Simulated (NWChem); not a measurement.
Species: DMSO (C$_{2}$H$_{6}$OS); SMILES O=S(C)C

Program: NWChem. Medium grid unless said otherwise, to which SCAN and Minnesota functionals are sensitive. The geometry was optimised at PBE0/def2-SVP. Hybrids' shares of exact exchange are those that their runs print; pure functionals count as 0. The functionals differ in more than this share.

```csv
row,share of exact exchange,orbital gap (eV)
"LDA (Slater exchange, VWN5)/def2-TZVPD",0.00,5.02
PBE/def2-TZVPD,0.00,4.95
B3LYP/def2-TZVPD,0.20,6.41
PBE0/def2-TZVPD,0.25,6.88
M06-2X/def2-TZVPD,0.54,8.32
Hartree-Fock/def2-TZVPD,1.00,withheld
```

Fit a straight line of the last column on the one before it, predict the withheld value, and compare with the run.


1. Means of the 5 shown rows: x = 0.198, y = 6.316. Slope Σ(x − x̄)(y − ȳ)/Σ(x − x̄)² = 1.242/0.1981 = 6.270; intercept 5.075.
2. The shown rows scatter about the line by 0.142 (root mean square); the largest residual is +0.24, at PBE0/def2-TZVPD.
3. At x = 1.00 (Hartree-Fock/def2-TZVPD; beyond the shown range) the line gives 11.34.
4. The run gives 11.58, +0.24 from the line, 1.7 times the scatter.
